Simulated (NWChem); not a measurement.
# ethane (C₂H₆); SMILES CC

Results from NWChem. Medium grid unless said otherwise, to which SCAN and Minnesota functionals are sensitive. All runs use the structure optimised with PBE0/def2-SVP.

Problem. Predict the results for M06-2X/def2-TZVPD. Quantities: highest occupied level (eV); orbital gap (eV).

Solution. 
```yaml
highest occupied level (eV): -10.88
orbital gap (eV): 11.50
```
